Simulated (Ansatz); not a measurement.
`C=C1OC1(F)F`, charge 0, multiplicity 1.

Q: Give a relaxed structure at PBE0-D4/def2-TZVP (Ansatz 0.2.0). (Best estimate.)

A: Computed: 
Z-matrix (Å, degrees):
```
C
F 1 1.323
C 1 1.418 2 123.5
F 1 1.323 2 108.9 3 -158.0
O 1 1.392 2 116.0 3 68.9
C 3 1.309 1 161.4 2 -77.4
H 6 1.080 3 119.5 1 -0.0
H 6 1.082 3 120.9 1 180.0
```
Point group Cs.
